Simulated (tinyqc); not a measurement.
Inside a calculation. Method: MP2 on RHF in the sto-3g basis, for H3O+, spin multiplicity 1. One step of it, computed by the program tinyqc.

Task: Orthogonalisation. S = U s U^T; canonical form X = U s^(-1/2), so that X^T S X = 1. Each column of U has its largest component positive (the first on a tie).

overlap S, order 1O 1s, 1O 2s, 1O 2px, 1O 2py, 1O 2pz, 2H 1s, 3H 1s, 4H 1s:
```
[[1.000000, 0.236704, 0.000000, 0.000000, 0.000000, 0.057093, 0.057187, 0.057187],
 [0.236704, 1.000000, 0.000000, 0.000000, 0.000000, 0.490477, 0.490942, 0.490942],
 [0.000000, 0.000000, 1.000000, 0.000000, 0.000000, 0.373807, -0.186937, -0.186937],
 [0.000000, 0.000000, 0.000000, 1.000000, 0.000000, 0.000000, 0.323909, -0.323909],
 [0.000000, 0.000000, 0.000000, 0.000000, 1.000000, -0.146684, -0.146879, -0.146879],
 [0.057093, 0.490477, 0.373807, 0.000000, -0.146684, 1.000000, 0.255162, 0.255162],
 [0.057187, 0.490942, -0.186937, 0.323909, -0.146879, 0.255162, 1.000000, 0.255319],
 [0.057187, 0.490942, -0.186937, -0.323909, -0.146879, 0.255162, 0.255319, 1.000000]]
```

Give: eigenvalues of S; X.

Result:

eigenvalues of S: [0.3095, 0.3968, 0.3972, 0.9258, 1.0581, 1.3477, 1.3479, 2.2170]

X, order 1O 1s, 1O 2s, 1O 2px, 1O 2py, 1O 2pz, 2H 1s, 3H 1s, 4H 1s:
```
[[-0.3261, 0.0000, 0.0010, 0.7525, 0.6239, 0.0000, 0.0000, 0.1182],
 [1.3832, 0.0000, -0.0031, -0.1538, 0.2196, 0.0000, 0.0000, 0.3887],
 [-0.0026, 0.0000, -0.9597, 0.0002, 0.0000, 0.6860, 0.0000, -0.0001],
 [0.0000, 0.9601, 0.0000, 0.0000, 0.0000, 0.0000, 0.6860, 0.0000],
 [-0.3803, 0.0000, 0.0007, -0.6722, 0.6945, 0.0001, 0.0000, -0.1094],
 [-0.5931, 0.0000, 1.0332, -0.1133, -0.0916, 0.4255, 0.0000, 0.3021],
 [-0.5978, -0.8940, -0.5144, -0.1132, -0.0916, -0.2125, 0.3684, 0.3023],
 [-0.5978, 0.8940, -0.5144, -0.1132, -0.0916, -0.2125, -0.3684, 0.3023]]
```
